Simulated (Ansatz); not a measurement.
```yaml
crystal:
  periodic: [false, false, false]
  atoms:
    - {symbol: Cu, position_ang: [0.000000, 0.000000, -1.637718]}
    - {symbol: C, position_ang: [0.000000, 0.000000, 0.228889]}
    - {symbol: O, position_ang: [0.000000, 0.000000, 1.408829]}
basis:
  gaussian: {orbitals: def2-TZVP}
total_charge: 1
magnetization: {spin_polarized: true, initial_magnetization: 2}
hamiltonian: {xc: pbe0}
relax: {f_tol: 0.004, max_steps: 80}
```

```sh
$ ansatz run in.yaml --threads 1 --pin off --events-out ev --progress --plain --max-ram 2176MiB
```

Steps of the relaxation (energy above the last step; positions in Å, forces in eV/Å):

```
3
step 1, 650.7 meV
Cu    0.000    0.000   -1.638    0.000    0.000   -2.754
C     0.000    0.000    0.229    0.000    0.000   10.557
O     0.000    0.000    1.409    0.000    0.000   -7.803
```

```
3
step 2, 172.7 meV
Cu    0.000    0.000   -1.668    0.000    0.000   -1.683
C     0.000    0.000    0.280    0.000    0.000    1.630
O     0.000    0.000    1.388    0.000    0.000    0.053
```

```
3
step 3, 30.6 meV
Cu    0.000    0.000   -1.756    0.000    0.000   -0.565
C     0.000    0.000    0.324    0.000    0.000    0.184
O     0.000    0.000    1.431    0.000    0.000    0.381
```

```
3
step 7, 0.0 meV
Cu    0.000    0.000   -1.834    0.000    0.000    0.000
C     0.000    0.000    0.362    0.000    0.000    0.000
O     0.000    0.000    1.472    0.000    0.000    0.000
```

Close pairs at the end: C2–O3 1.110 Å, Cu1–C2 2.196 Å.

A stationary point of unrestricted PBE0 after 7 steps, with ⟨S²⟩ = 2.001 against 2.00 for a pure state; no frequencies were run, so it isn't proven a minimum. 93 s on 1 thread of Intel Xeon 6975P-C, shared host.
